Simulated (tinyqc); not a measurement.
MP2 on RHF in the sto-6g basis, frozen core, for CH3+, spin multiplicity 1, step by step (part 1 of 2). Computed by tinyqc, a small Python program that keeps every step (integrals from PySCF). Settings: charge = 1, multiplicity = 1, basis = sto-6g, method = RHF, frozen orbitals = 1, energy threshold = 1e-10, iteration cap = 89, orthogonalisation = symmetric, start = Wolfsberg-Helmholz matrix, DIIS depth = 6. Command: `OMP_NUM_THREADS=1 python tinyqc.py 21260 21261 out.jsonl` (the two numbers bound the seeds that draw the settings). One thread of a shared host (Intel(R) Xeon(R) Processor @ 2.60GHz), about 0.3 s of CPU time with the checks. The early iterations of the SCF are left out here.

## One-electron integrals

Geometry (angstrom):

| atom | x | y | z |
|---|---|---|---|
| C | 0.000000 | 0.000000 | 0.110000 |
| H | 1.011000 | 0.000000 | 0.000000 |
| H | -0.505000 | 0.875000 | 0.000000 |
| H | -0.505000 | -0.875000 | 0.000000 |

Basis sto-6g: exponents (1/bohr^2) and contraction coefficients of normalised primitives:

| element | l (shell) | exponent | coefficient |
|---|---|---|---|
| C | s (1) | 742.737049 | 0.009164 |
| C | s (1) | 136.180025 | 0.049361 |
| C | s (1) | 38.098264 | 0.168538 |
| C | s (1) | 13.087782 | 0.370563 |
| C | s (1) | 5.082369 | 0.416492 |
| C | s (1) | 2.093200 | 0.130334 |
| C | s (2) | 30.497239 | -0.013253 |
| C | s (2) | 6.036200 | -0.046992 |
| C | s (2) | 1.876046 | -0.033785 |
| C | s (2) | 0.721783 | 0.250242 |
| C | s (2) | 0.313471 | 0.595117 |
| C | s (2) | 0.143687 | 0.240706 |
| C | p (3) | 30.497239 | 0.003760 |
| C | p (3) | 6.036200 | 0.037679 |
| C | p (3) | 1.876046 | 0.173897 |
| C | p (3) | 0.721783 | 0.418036 |
| C | p (3) | 0.313471 | 0.425860 |
| C | p (3) | 0.143687 | 0.101708 |
| H | s (1) | 35.523221 | 0.009164 |
| H | s (1) | 6.513144 | 0.049361 |
| H | s (1) | 1.822143 | 0.168538 |
| H | s (1) | 0.625955 | 0.370563 |
| H | s (1) | 0.243077 | 0.416492 |
| H | s (1) | 0.100112 | 0.130334 |

Overlap, kinetic and nuclear-attraction integrals over the contracted functions; the nuclear repulsion is the sum of Za Zb / Rab.

nuclear repulsion = 10.27774623 hartree

overlap S, lower triangle:
```
           1C 1s     1C 2s     1C 2px     1C 2py     1C 2pz     2H 1s     3H 1s     4H 1s
1C 1s   1.000000
1C 2s   0.243228  1.000000
1C 2px  0.000000  0.000000   1.000000
1C 2py  0.000000  0.000000   0.000000   1.000000
1C 2pz  0.000000  0.000000   0.000000   0.000000   1.000000
2H 1s   0.076128  0.534063   0.487845   0.000000  -0.053079  1.000000
3H 1s   0.076252  0.534493  -0.243962   0.422707  -0.053140  0.177197  1.000000
4H 1s   0.076252  0.534493  -0.243962  -0.422707  -0.053140  0.177197  0.177304  1.000000
```

kinetic energy T (hartree), lower triangle:
```
            1C 1s     1C 2s     1C 2px     1C 2py     1C 2pz      2H 1s      3H 1s     4H 1s
1C 1s   16.068641
1C 2s   -0.492789  0.492405
1C 2px   0.000000  0.000000   1.479234
1C 2py   0.000000  0.000000   0.000000   1.479234
1C 2pz   0.000000  0.000000   0.000000   0.000000   1.479234
2H 1s   -0.004813  0.132476   0.304037   0.000000  -0.033080   0.768522
3H 1s   -0.004779  0.132747  -0.152204   0.263720  -0.033153  -0.006396   0.768522
4H 1s   -0.004779  0.132747  -0.152204  -0.263720  -0.033153  -0.006396  -0.006382  0.768522
```

nuclear attraction V (hartree), lower triangle:
```
             1C 1s      1C 2s     1C 2px     1C 2py     1C 2pz      2H 1s      3H 1s      4H 1s
1C 1s   -35.569748
1C 2s    -3.998291  -6.661067
1C 2px    0.000023   0.000125  -6.730128
1C 2py    0.000000   0.000000   0.000000  -6.730370
1C 2pz    0.006672   0.061840  -0.000025   0.000000  -6.522096
2H 1s    -1.411309  -3.094012  -2.633331   0.000000   0.303102  -4.875544
3H 1s    -1.413665  -3.097229   1.317270  -2.282377   0.303530  -0.952507  -4.877509
4H 1s    -1.413665  -3.097229   1.317270   2.282377   0.303530  -0.952507  -0.953295  -4.877509
```

core Hamiltonian H = T + V (hartree), lower triangle:
```
             1C 1s      1C 2s     1C 2px     1C 2py     1C 2pz      2H 1s      3H 1s      4H 1s
1C 1s   -19.501108
1C 2s    -4.491080  -6.168661
1C 2px    0.000023   0.000125  -5.250894
1C 2py    0.000000   0.000000   0.000000  -5.251136
1C 2pz    0.006672   0.061840  -0.000025   0.000000  -5.042861
2H 1s    -1.416122  -2.961536  -2.329294   0.000000   0.270022  -4.107022
3H 1s    -1.418444  -2.964482   1.165066  -2.018657   0.270376  -0.958904  -4.108987
4H 1s    -1.418444  -2.964482   1.165066   2.018657   0.270376  -0.958904  -0.959677  -4.108987
```

## Two-electron integrals

Functions are numbered as in S; the eight-fold symmetry (ij|kl) = (ji|kl) = (kl|ij) leaves the list below.

Two-electron integrals (ij|kl) in chemists' order, unique and non-zero (hartree):
```
(11|11) 3.543743    (21|11) 0.529462    (21|21) 0.100317    (22|11) 0.853596
(22|21) 0.199930    (22|22) 0.624844    (31|31) 0.021271    (32|31) 0.031868
(32|32) 0.138108    (33|11) 0.853598    (33|21) 0.199930    (33|22) 0.624843
(33|33) 0.673218    (41|41) 0.021271    (42|41) 0.031868    (42|42) 0.138108
(43|43) 0.036281    (44|11) 0.853598    (44|21) 0.199930    (44|22) 0.624843
(44|33) 0.600655    (44|44) 0.673218    (51|51) 0.021271    (52|51) 0.031868
(52|52) 0.138108    (53|53) 0.036281    (54|54) 0.036281    (55|11) 0.853598
(55|21) 0.199930    (55|22) 0.624843    (55|33) 0.600655    (55|44) 0.600655
(55|55) 0.673218    (61|11) 0.175606    (61|21) 0.031976    (61|22) 0.062514
(61|31) 0.002071    (61|32) 0.003970    (61|33) 0.062982    (61|44) 0.062276
(61|51) -0.000225   (61|52) -0.000432   (61|53) -0.000077   (61|55) 0.062284
(61|61) 0.010482    (62|11) 0.371565    (62|21) 0.088054    (62|22) 0.297314
(62|31) 0.008823    (62|32) 0.055734    (62|33) 0.310184    (62|44) 0.290764
(62|51) -0.000960   (62|52) -0.006064   (62|53) -0.002113   (62|55) 0.290994
(62|61) 0.028833    (62|62) 0.177746    (63|11) 0.297685    (63|21) 0.071621
(63|22) 0.256170    (63|31) 0.016380    (63|32) 0.094526    (63|33) 0.281857
(63|44) 0.243231    (63|51) -0.000687   (63|52) -0.004890   (63|53) -0.002980
(63|55) 0.243422    (63|61) 0.024749    (63|62) 0.182368    (63|63) 0.207174
(64|41) 0.010062    (64|42) 0.049586    (64|43) 0.011240    (64|54) -0.001223
(64|64) 0.023398    (65|11) -0.032389   (65|21) -0.007793   (65|22) -0.027872
(65|31) -0.000687   (65|32) -0.004890   (65|33) -0.028221   (65|44) -0.026464
(65|51) 0.010137    (65|52) 0.050118    (65|53) 0.011432    (65|55) -0.028931
(65|61) -0.002693   (65|62) -0.019842   (65|63) -0.019995   (65|65) 0.025573
(66|11) 0.504311    (66|21) 0.121830    (66|22) 0.461562    (66|31) 0.016716
(66|32) 0.135419    (66|33) 0.509488    (66|44) 0.437172    (66|51) -0.001819
(66|52) -0.014734   (66|53) -0.007868   (66|55) 0.438028    (66|61) 0.040773
(66|62) 0.335800    (66|63) 0.382679    (66|65) -0.041637   (66|66) 0.774999
(71|11) 0.175897    (71|21) 0.032029    (71|22) 0.062616    (71|31) -0.001037
(71|32) -0.001988   (71|33) 0.062555    (71|41) 0.001797    (71|42) 0.003444
(71|43) -0.000306   (71|44) 0.062909    (71|51) -0.000226   (71|52) -0.000433
(71|53) 0.000039    (71|54) -0.000067   (71|55) 0.062386    (71|61) 0.010169
(71|62) 0.027001    (71|63) 0.021351    (71|64) 0.001040    (71|65) -0.002519
(71|66) 0.037020    (71|71) 0.010517    (72|11) 0.371969    (72|21) 0.088148
(72|22) 0.297605    (72|31) -0.004415   (72|32) -0.027880   (72|33) 0.295906
(72|41) 0.007649    (72|42) 0.048306    (72|43) -0.008412   (72|44) 0.305627
(72|51) -0.000962   (72|52) -0.006073   (72|53) 0.001058    (72|54) -0.001832
(72|55) 0.291281    (72|61) 0.026986    (72|62) 0.132131    (72|63) 0.105028
(72|64) 0.015515    (72|65) -0.014352   (72|66) 0.199075    (72|71) 0.028911
(72|72) 0.178054    (73|11) -0.148913   (73|21) -0.035827   (73|22) -0.128133
(73|31) 0.011655    (73|32) 0.060879    (73|33) -0.134925   (73|41) -0.002738
(73|42) -0.019465   (73|43) 0.013239    (73|44) -0.127717   (73|51) 0.000344
(73|52) 0.002447    (73|53) -0.001664   (73|54) 0.000761    (73|55) -0.121757
(73|61) -0.009762   (73|62) -0.039034   (73|63) -0.015736   (73|64) -0.003408
(73|65) 0.004142    (73|66) -0.044839   (73|71) -0.012401   (73|72) -0.091288
(73|73) 0.069416    (74|11) 0.258018    (74|21) 0.062076    (74|22) 0.222013
(74|31) -0.002738   (74|32) -0.019465   (74|33) 0.214294    (74|41) 0.014819
(74|42) 0.083372    (74|43) -0.011680   (74|44) 0.240780    (74|51) -0.000596
(74|52) -0.004240   (74|53) 0.000761    (74|54) -0.002544   (74|55) 0.210964
(74|61) 0.018995    (74|62) 0.098687    (74|63) 0.077756    (74|64) 0.027163
(74|65) -0.010483   (74|66) 0.148490    (74|71) 0.021487    (74|72) 0.158172
(74|73) -0.079650   (74|74) 0.161455    (75|11) -0.032437   (75|21) -0.007804
(75|22) -0.027910   (75|31) 0.000344    (75|32) 0.002447    (75|33) -0.026940
(75|41) -0.000596   (75|42) -0.004240   (75|43) 0.000761    (75|44) -0.027820
(75|51) 0.010150    (75|52) 0.050178    (75|53) -0.005719   (75|54) 0.009910
(75|55) -0.028971   (75|61) -0.002519   (75|62) -0.014356   (75|63) -0.011158
(75|64) -0.001652   (75|65) 0.017958    (75|66) -0.023113   (75|71) -0.002701
(75|72) -0.019885   (75|73) 0.010013    (75|74) -0.017350   (75|75) 0.025628
(76|11) 0.112946    (76|21) 0.026793    (76|22) 0.092818    (76|31) 0.001132
(76|32) 0.007458    (76|33) 0.093576    (76|41) 0.001960    (76|42) 0.012903
(76|43) 0.000484    (76|44) 0.094131    (76|51) -0.000493   (76|52) -0.003244
(76|53) -0.000419   (76|54) -0.000725   (76|55) 0.090746    (76|61) 0.008551
(76|62) 0.050052    (76|63) 0.047317    (76|64) 0.005294    (76|65) -0.006146
(76|66) 0.088283    (76|71) 0.008564    (76|72) 0.050089    (76|73) -0.019068
(76|74) 0.043646    (76|75) -0.006153   (76|76) 0.016825    (77|11) 0.504624
(77|21) 0.121903    (77|22) 0.461767    (77|31) -0.008364   (77|32) -0.067721
(77|33) 0.455443    (77|41) 0.014491    (77|42) 0.117339    (77|43) -0.031319
(77|44) 0.491633    (77|51) -0.001822   (77|52) -0.014751   (77|53) 0.003937
(77|54) -0.006822   (77|55) 0.438225    (77|61) 0.036982    (77|62) 0.198962
(77|63) 0.150999    (77|64) 0.035363    (77|65) -0.023095   (77|66) 0.299773
(77|71) 0.040865    (77|72) 0.336134    (77|73) -0.191422   (77|74) 0.331672
(77|75) -0.041696   (77|76) 0.088283    (77|77) 0.774999    (81|11) 0.175897
(81|21) 0.032029    (81|22) 0.062616    (81|31) -0.001037   (81|32) -0.001988
(81|33) 0.062555    (81|41) -0.001797   (81|42) -0.003444   (81|43) 0.000306
(81|44) 0.062909    (81|51) -0.000226   (81|52) -0.000433   (81|53) 0.000039
(81|54) 0.000067    (81|55) 0.062386    (81|61) 0.010169    (81|62) 0.027001
(81|63) 0.021351    (81|64) -0.001040   (81|65) -0.002519   (81|66) 0.037020
(81|71) 0.010186    (81|72) 0.027030    (81|73) -0.011582   (81|74) 0.017984
(81|75) -0.002523   (81|76) 0.008109    (81|77) 0.037041    (81|81) 0.010517
(82|11) 0.371969    (82|21) 0.088148    (82|22) 0.297605    (82|31) -0.004415
(82|32) -0.027880   (82|33) 0.295906    (82|41) -0.007649   (82|42) -0.048306
(82|43) 0.008412    (82|44) 0.305627    (82|51) -0.000962   (82|52) -0.006073
(82|53) 0.001058    (82|54) 0.001832    (82|55) 0.291281    (82|61) 0.026986
(82|62) 0.132131    (82|63) 0.105028    (82|64) -0.015515   (82|65) -0.014352
(82|66) 0.199075    (82|71) 0.027030    (82|72) 0.132253    (82|73) -0.065973
(82|74) 0.083246    (82|75) -0.014370   (82|76) 0.039372    (82|77) 0.199137
(82|81) 0.028911    (82|82) 0.178054    (83|11) -0.148913   (83|21) -0.035827
(83|22) -0.128133   (83|31) 0.011655    (83|32) 0.060879    (83|33) -0.134925
(83|41) 0.002738    (83|42) 0.019465    (83|43) -0.013239   (83|44) -0.127717
(83|51) 0.000344    (83|52) 0.002447    (83|53) -0.001664   (83|54) -0.000761
(83|55) -0.121757   (83|61) -0.009762   (83|62) -0.039034   (83|63) -0.015736
(83|64) 0.003408    (83|65) 0.004142    (83|66) -0.044839   (83|71) -0.011582
(83|72) -0.065973   (83|73) 0.048643    (83|74) -0.040594   (83|75) 0.007012
(83|76) -0.014835   (83|77) -0.106155   (83|81) -0.012401   (83|82) -0.091288
(83|83) 0.069416    (84|11) -0.258018   (84|21) -0.062076   (84|22) -0.222013
(84|31) 0.002738    (84|32) 0.019465    (84|33) -0.214294   (84|41) 0.014819
(84|42) 0.083372    (84|43) -0.011680   (84|44) -0.240780   (84|51) 0.000596
(84|52) 0.004240    (84|53) -0.000761   (84|54) -0.002544   (84|55) -0.210964
(84|61) -0.018995   (84|62) -0.098687   (84|63) -0.077756   (84|64) 0.027163
(84|65) 0.010483    (84|66) -0.148490   (84|71) -0.017984   (84|72) -0.083246
(84|73) 0.040594    (84|74) -0.037229   (84|75) 0.008842    (84|76) -0.025711
(84|77) -0.113137   (84|81) -0.021487   (84|82) -0.158172   (84|83) 0.079650
(84|84) 0.161455    (85|11) -0.032437   (85|21) -0.007804   (85|22) -0.027910
(85|31) 0.000344    (85|32) 0.002447    (85|33) -0.026940   (85|41) 0.000596
(85|42) 0.004240    (85|43) -0.000761   (85|44) -0.027820   (85|51) 0.010150
(85|52) 0.050178    (85|53) -0.005719   (85|54) -0.009910   (85|55) -0.028971
(85|61) -0.002519   (85|62) -0.014356   (85|63) -0.011158   (85|64) 0.001652
(85|65) 0.017958    (85|66) -0.023113   (85|71) -0.002523   (85|72) -0.014370
(85|73) 0.007012    (85|74) -0.008842   (85|75) 0.017978    (85|76) -0.004703
(85|77) -0.023123   (85|81) -0.002701   (85|82) -0.019885   (85|83) 0.010013
(85|84) 0.017350    (85|85) 0.025628    (86|11) 0.112946    (86|21) 0.026793
(86|22) 0.092818    (86|31) 0.001132    (86|32) 0.007458    (86|33) 0.093576
(86|41) -0.001960   (86|42) -0.012903   (86|43) -0.000484   (86|44) 0.094131
(86|51) -0.000493   (86|52) -0.003244   (86|53) -0.000419   (86|54) 0.000725
(86|55) 0.090746    (86|61) 0.008551    (86|62) 0.050052    (86|63) 0.047317
(86|64) -0.005294   (86|65) -0.006146   (86|66) 0.088283    (86|71) 0.008109
(86|72) 0.039372    (86|73) -0.014835   (86|74) 0.025711    (86|75) -0.004703
(86|76) 0.013744    (86|77) 0.058281    (86|81) 0.008564    (86|82) 0.050089
(86|83) -0.019068   (86|84) -0.043646   (86|85) -0.006153   (86|86) 0.016825
(87|11) 0.113045    (87|21) 0.026816    (87|22) 0.092889    (87|31) -0.002264
(87|32) -0.014908   (87|33) 0.094481    (87|44) 0.093369    (87|51) -0.000493
(87|52) -0.003247   (87|53) 0.000838    (87|55) 0.090817    (87|61) 0.008103
(87|62) 0.039365    (87|63) 0.029693    (87|65) -0.004701   (87|66) 0.058306
(87|71) 0.008572    (87|72) 0.050127    (87|73) -0.028270   (87|74) 0.038375
(87|75) -0.006158   (87|76) 0.013752    (87|77) 0.088346    (87|81) 0.008572
(87|82) 0.050127    (87|83) -0.028270   (87|84) -0.038375   (87|85) -0.006158
(87|86) 0.013752    (87|87) 0.016847    (88|11) 0.504624    (88|21) 0.121903
(88|22) 0.461767    (88|31) -0.008364   (88|32) -0.067721   (88|33) 0.455443
(88|41) -0.014491   (88|42) -0.117339   (88|43) 0.031319    (88|44) 0.491633
(88|51) -0.001822   (88|52) -0.014751   (88|53) 0.003937    (88|54) 0.006822
(88|55) 0.438225    (88|61) 0.036982    (88|62) 0.198962    (88|63) 0.150999
(88|64) -0.035363   (88|65) -0.023095   (88|66) 0.299773    (88|71) 0.037041
(88|72) 0.199137    (88|73) -0.106155   (88|74) 0.113137    (88|75) -0.023123
(88|76) 0.058281    (88|77) 0.299838    (88|81) 0.040865    (88|82) 0.336134
(88|83) -0.191422   (88|84) -0.331672   (88|85) -0.041696   (88|86) 0.088283
(88|87) 0.088346    (88|88) 0.774999
```

## Orthogonalisation

S = U s U^T; symmetric (Loewdin) form X = U s^(-1/2) U^T, so that X^T S X = 1.

eigenvalues of S: 0.216425  0.307012  0.307371  0.947792  1.010376  1.515468  1.515684  2.179873

X, lower triangle:
```
            1C 1s      1C 2s     1C 2px     1C 2py    1C 2pz      2H 1s      3H 1s     4H 1s
1C 1s    1.026867
1C 2s   -0.165042   1.556584
1C 2px   0.000004  -0.000316   1.235327
1C 2py   0.000000   0.000000   0.000000   1.235719
1C 2pz   0.003765  -0.052122   0.000037   0.000000  1.005094
2H 1s    0.022865  -0.402778  -0.400240   0.000000  0.039459   1.340276
3H 1s    0.022860  -0.403467   0.200303  -0.347109  0.039543  -0.040204   1.341039
4H 1s    0.022860  -0.403467   0.200303   0.347109  0.039543  -0.040204  -0.040274  1.341039
```

## Iteration 7 (converged): orbitals

converged F (hartree), lower triangle:
```
             1C 1s      1C 2s     1C 2px     1C 2py     1C 2pz      2H 1s      3H 1s      4H 1s
1C 1s   -11.774989
1C 2s    -3.004972  -1.945767
1C 2px    0.000017   0.000157  -0.863986
1C 2py    0.000000   0.000000   0.000000  -0.864296
1C 2pz   -0.000877   0.054232  -0.000055   0.000000  -0.278538
2H 1s    -0.945927  -1.025808  -0.661409   0.000000   0.066329  -0.918302
3H 1s    -0.947463  -1.026784   0.330777  -0.573080   0.066424  -0.360367  -0.919199
4H 1s    -0.947463  -1.026784   0.330777   0.573080   0.066424  -0.360367  -0.360673  -0.919199
```

Diagonalise F' = X^T F X, C = X C', fill 4 alpha and 4 beta electrons from the bottom; D = 2 C_occ C_occ^T. Each column has its largest component positive (the first on a tie).

F' = X^T F X (hartree), lower triangle:
```
            1          2          3          4          5          6          7          8
1  -11.563426
2   -1.471357  -0.804835
3   -0.000048  -0.000165  -0.471289
4    0.000000   0.000000   0.000000  -0.471126
5   -0.002124  -0.012582  -0.000008   0.000000  -0.271367
6   -0.182333  -0.501125  -0.551222   0.000000   0.045182  -0.259012
7   -0.182892  -0.501753   0.275713  -0.477777   0.045273  -0.083802  -0.258814
8   -0.182892  -0.501753   0.275713   0.477777   0.045273  -0.083802  -0.083952  -0.258814
```

orbital energies (hartree): MO1 -11.777341, MO2 -1.334647, MO3 -1.014720, MO4 -1.014472, MO5 -0.277145, MO6 0.322920, MO7 0.367992, MO8 0.368732

coefficients C:
```
              MO1        MO2        MO3        MO4        MO5        MO6        MO7        MO8
1C 1s    0.995709  -0.225180   0.000000  -0.000077  -0.028086  -0.200854   0.001689   0.000000
1C 2s    0.021396   0.705326   0.000000   0.000408   0.151501   1.555514  -0.013849   0.000000
1C 2px  -0.000005  -0.000253   0.000000   0.655159  -0.000043   0.009401   1.156350   0.000000
1C 2py   0.000000   0.000000   0.655104   0.000000   0.000000   0.000000   0.000000   1.157070
1C 2pz  -0.000676  -0.034083   0.000000   0.000031   0.988609  -0.197774   0.001747   0.000000
2H 1s   -0.004460   0.181378   0.000000   0.394807  -0.044294  -0.820874  -1.122269   0.000000
3H 1s   -0.004466   0.181699   0.341805  -0.197248  -0.044272  -0.807389   0.571686  -0.978605
4H 1s   -0.004466   0.181699  -0.341805  -0.197248  -0.044272  -0.807389   0.571686   0.978605
```

D after iteration 7, lower triangle:
```
            1C 1s      1C 2s     1C 2px     1C 2py     1C 2pz      2H 1s      3H 1s     4H 1s
1C 1s    2.084285
1C 2s   -0.275041   0.995884
1C 2px   0.000003   0.000178   0.858466
1C 2py   0.000000   0.000000   0.000000   0.858323
1C 2pz   0.014003  -0.048108   0.000058   0.000000   0.002324
2H 1s   -0.090628   0.255993   0.517230   0.000000  -0.012333   0.377581
3H 1s   -0.090693   0.255961  -0.258550   0.447835  -0.012392  -0.089798   0.377544
4H 1s   -0.090693   0.255961  -0.258550  -0.447835  -0.012392  -0.089798  -0.089779  0.377544
```

## Convergence

Stop when the energy changes by less than 1e-10 hartree and every element of the error matrix X^T (F D S - S D F) X is below 3e-06.

Course of the cycle:

| iteration | E (hartree) | change | largest element of the error matrix |
|---|---|---|---|
| 1 | -39.08249432 | - | 3.99e-01 |
| 2 | -39.12081293 | -3.83e-02 | 2.69e-02 |
| 3 | -39.12261287 | -1.80e-03 | 5.98e-03 |
| 4 | -39.12268366 | -7.08e-05 | 1.95e-04 |
| 5 | -39.12268372 | -5.74e-08 | 4.34e-05 |
| 6 | -39.12268372 | -2.65e-09 | 9.07e-07 |
| 7 | -39.12268372 | -1.56e-12 | 5.43e-07 |

PySCF RHF in the same basis = -39.12268372 hartree

Converged in 7 iterations.
